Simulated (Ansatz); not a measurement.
**Al, fcc: geometry optimisation**

All numbers below come from Ansatz 0.2.0, DFT, BLYP, plane waves (420 eV) with PAW, scalar-relativistic. (PAW data from PBE, frozen cores regenerated.)

k-point mesh 13×13×13, Fermi-Dirac smearing 0.1 eV, no spin polarisation. Cell and atoms relax.

Starting structure:

```
Al
1.0
     0.00000    2.02479    2.02479
     2.02479    0.00000    2.02479
     2.02479    2.02479    0.00000
Al
1
Direct
  0.00000 0.00000 0.00000
```

Task: What cell does the relaxation end in?

Result: Fm-3m with a = 4.111 Å; 17.37 Å³ per atom against 16.60 at the start (4.6 %).

Task: How much energy does the relaxation gain?

Result: 6.8 meV per atom.
